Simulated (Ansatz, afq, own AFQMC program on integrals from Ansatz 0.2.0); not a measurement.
Integrals from Ansatz 0.2.0, then the random walk in our own AFQMC program (afq).

```yaml
crystal:
  periodic: [false, false, false]
  atoms:
    - {symbol: C, position_ang: [0.000000, -0.104990, 0.004816]}
    - {symbol: H, position_ang: [0.000000, 0.652870, -0.924296]}
    - {symbol: H, position_ang: [0.000000, 0.598204, 0.866909]}
basis:
  gaussian: {orbitals: cc-pVDZ}
magnetization: {spin_polarized: false}
correlation: {method: ccsd_t, electrons: outside_noble_gas, hamiltonian_folder: ham}
```

```sh
$ ansatz run in.yaml --threads 1 --pin off --events-out ev --progress --plain --max-ram 15360MiB --backend cuda --devices 0, --max-vram 18GiB
```

Options of the walk:

```
--method phaseless --trial cisd --walkers 4000 --populations 20 --least-time 60 --time-step 0.005 --steps-per-block 50 --equilibration-blocks 28 --max-blocks 4000 --target-error 0.00015 --factor-cut 1e-05 --seed 9791 --release-times 0.24,0.51,0.99,1.62,2.4 --release-step 0.03 --release-every 3 --taylor-order 6
```

Times are imaginary, in 1/Eh. The walk had a cap of 122 s. With eight or more populations the least sampling time is a fifth of least-time, and the error comes from their spread.

Output of the walk:

```
orbitals 23  electrons 3 3  factors 167 of 221
reference energy -38.87671227 Eh
CCSD correlation -0.14029140 Eh in 10 cycles, weight of the determinant in the CISD state 0.9193
energy of the start -39.016999 Eh
 block  time / (1/Eh)  mean weight  energy / Eh
     1     0.250  1.0000  -39.016321
     2     0.500  1.0001  -39.017072
     3     0.750  1.0000  -39.017818
     4     1.000  1.0001  -39.018294
     5     1.250  0.9999  -39.018921
    10     2.500  0.9999  -39.019801
    15     3.750  0.9999  -39.020380
    20     5.000  1.0001  -39.020424
    24     6.000  1.0000  -39.019888
    25     6.250  0.9998  -39.020235
    30     7.500  0.9999  -39.020188
    35     8.750  1.0003  -39.020437
    40    10.000  1.0002  -39.020901
    45    11.250  1.0001  -39.020980
    50    12.500  0.9998  -39.020542
    53    13.250  0.9998  -39.021533
    55    13.750  0.9999  -39.020636
    60    15.000  1.0000  -39.021389
    65    16.250  1.0004  -39.020696
    70    17.500  1.0000  -39.020941
    75    18.750  1.0000  -39.020932
    78    19.500  0.9999  -39.021004
error from the spread of 20 populations
released: time / (1/Eh)  energy / Eh  error  mean overlap
  0.24  -39.020948  0.000096  0.9986
  0.51  -39.021003  0.000090  0.9976
  0.99  -39.020960  0.000084  0.9967
  1.62  -39.021029  0.000099  0.9951
  2.40  -39.020864  0.000102  0.9971
energy -39.020815 +/- 0.000107 Eh
(rows thinned)
```

The run passed its tests (sampling time, drift between the halves within three errors, error under three times the target), which doesn't prove that it has relaxed.

Against this walk (error 2.9 meV) on the same determinant: CCSD(T) 21.5 meV higher, CCSDT(Q) 2.5 meV lower (within the noise), CCSDTQ 3.4 meV lower (within the noise), full CI 3.5 meV lower (within the noise). The error is statistical and leaves out the bias of the constraint. Released to 2.40 1/Eh the energy moves by -1 ± 4 meV (both errors), within twice the noise.

Cautions: constraint bias not in the error; another spin lies lower; restricted determinant unstable towards unrestricted (UHF 479 meV lower, ⟨S²⟩ 0.70).

The walk took 12 s on 1 × NVIDIA H100 80GB HBM3 with 2 threads of AMD EPYC 7R13 Processor (Zen 3), with other jobs on the host (the card was shared). The log's last line is the phaseless energy.

CCSDT and higher add their correlation energy to the determinant of the CCSD(T) run, since their own runs factorise the integrals more tightly (a shift of under 2 meV). A walk keeps the symmetry of its determinant, which the program's search chose and which needn't be the lowest solution, so a lower state of the same spin and another symmetry isn't excluded.
